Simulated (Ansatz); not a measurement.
# CH5FSi (SMILES FC[SiH3]): functionals against CCSD(T) at one geometry

An exercise on one series of results from a longer session: the logs are not shown, and one member is left open.

Program: Ansatz 0.2.0, Gaussian basis. Level of theory: single points in def2-TZVPP. These are calculated values, not measurements.

Cores are frozen in the correlated methods.

## Where the work starts

SMILES `FC[SiH3]`, 8 atoms, charge 0, spin multiplicity 1.

Atoms are counted from 1 here; the program's logs count them from 0.

Bond lengths: F1–C2 1.396 Å, C2–Si3 1.836 Å, C2–H4 1.108 Å, C2–H5 1.176 Å, Si3–H6 1.478 Å, Si3–H7 1.426 Å, Si3–H8 1.420 Å. Angles: F1–C2–Si3 110.9°, F1–C2–H4 110.3°, F1–C2–H5 112.1°, Si3–C2–H4 104.5°, Si3–C2–H5 110.4°, H4–C2–H5 108.3°, C2–Si3–H6 111.2°, C2–Si3–H7 101.7°, C2–Si3–H8 107.9°, H6–Si3–H7 109.8°, H6–Si3–H8 112.4°, H7–Si3–H8 113.4°.

Coordinates:

```mol
CH5FSi
  3D, bonds by distance, orders not assigned

  8  7  0  0  0  0  0  0  0  0999 V2000
   -0.7317   -0.5050   -1.6748 F   0  0
   -0.4484    0.4260   -0.6739 C   0  0
    0.4786   -0.3560    0.7044 Si  0  0
   -1.3866    0.7873   -0.2077 H   0  0
    0.1394    1.3565   -1.0885 H   0  0
    0.6436    0.5796    1.8373 H   0  0
    1.7439   -0.6052    0.0970 H   0  0
   -0.2100   -1.5406    1.0772 H   0  0
  1  2  8  0
  2  3  8  0
  2  4  8  0
  2  5  8  0
  3  6  8  0
  3  7  8  0
  3  8  8  0
M  END
```

The first run:

run/in.yaml reads:

```yaml
crystal:
  periodic: [false, false, false]
  atoms:
    - {symbol: F, position_ang: [-0.731701, -0.504961, -1.674759]}
    - {symbol: C, position_ang: [-0.448391, 0.426008, -0.673887]}
    - {symbol: Si, position_ang: [0.478641, -0.356018, 0.704440]}
    - {symbol: H, position_ang: [-1.386624, 0.787349, -0.207671]}
    - {symbol: H, position_ang: [0.139449, 1.356454, -1.088488]}
    - {symbol: H, position_ang: [0.643605, 0.579582, 1.837264]}
    - {symbol: H, position_ang: [1.743946, -0.605191, 0.097004]}
    - {symbol: H, position_ang: [-0.210038, -1.540603, 1.077222]}
basis:
  gaussian: {orbitals: def2-TZVPP}
hamiltonian: {xc: pbe, dispersion: d4}
output: {forces: true}
```

Launch:

```sh
$ ansatz run in.yaml --threads 2 --pin off --events-out ev --progress --plain --max-ram 3481MiB
```

Among the steps run: PBE-D4/def2-TZVPP; r2SCAN-D4/def2-TZVPP; PBE0-D4/def2-TZVPP; wB97M-V/def2-TZVPP; CCSD(T)/def2-TZVPP.

One table of the session follows, with a row left open; its other results are not shown here.

```
   method  RMS force component (eV/Å)  angle to CCSD(T) forces (°)  dipole (D)
   PBE-D4                       0.768                         10.9        1.53
r2SCAN-D4                       0.779                          4.2        1.61
  PBE0-D4                       0.786                          7.9        1.67
  wB97M-V                           ?                            ?           ?
  CCSD(T)                       0.799                    reference        1.69
```

Q: Estimate the row for wB97M-V from the others.

As computed: RMS force component (eV/Å): 0.785; angle to CCSD(T) forces (°): 3.3; dipole (D): 1.68. In the column «RMS force component (eV/Å)» it lies between r2SCAN-D4 (0.779) and PBE0-D4 (0.786).

To keep in mind: CCSD(T) in triple zeta still lacks some correlation energy of the bonds, so part of these gaps is its own basis error and they don't rank the functionals.
